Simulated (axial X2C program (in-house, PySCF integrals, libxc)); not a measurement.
## Nuclear properties of BO⁻

Computed with an axial X2C code built on PySCF integrals: two-component X2C with atomic mean-field Coulomb and Gaunt terms, Gaussian nuclei, basis O dyall-av3z, B dyall-av3z with contracted cores.

R = 1.233 Å (near the PBE0 minimum at charge -1 of the determinant lowest at the starting distance; the state shown can have its own minimum elsewhere).

Input and command:
```json
{"zs": [8, 5], "q": -1, "bas": ["dyall-av3z", "dyall-av3z"], "r0": 1.35, "levels": ["PBE0", "HF", "r2SCAN", "BHandHLYP", "BP86"], "nst": 3}
```
```bash
python soeom.py task.json out
```

Keys: zs atomic numbers; q charge; bas basis sets; r0 starting distance in Å; levels methods; nst determinants followed.

Determinant lowest in the PBE0 search, Ω = 0 (closed shell), highest spinor 46% B s, 31% B p, 11% O p:

```
    level  qzz O (a.u.)  qzz B (a.u.)
     PBE0         -0.61         -0.47
       HF         -0.63         -0.52
   r2SCAN         -0.65         -0.47
BHandHLYP         -0.63         -0.50
     BP86         -0.63         -0.46
```

qzz is the electric field gradient, eQq0 = 234.96 MHz × Q/barn × qzz. The operators were transformed with the bare-nucleus X2C matrices; with these basis sets, hyperfine constants and field gradients can be off by tens of per cent, and where levels differ in sign neither size nor sign is settled.

Task: With Q(17O) = -0.02558 barn, Q(11B) = 0.04059 barn (Q from Pyykkö, Mol. Phys. 2018), turn the PBE0 values of the first state into constants in MHz.

Result: eQq0(17O) = 234.96 × (-0.02558) × (-0.61) = 3.67 MHz; eQq0(11B) = 234.96 × (0.04059) × (-0.47) = -4.48 MHz.

Each state is one determinant with collinear spin. For an anion, determinants above electron detachment, or with a positive highest level, are held by the basis set. The search compared states at one distance, so a state with another bond length can lie lower.
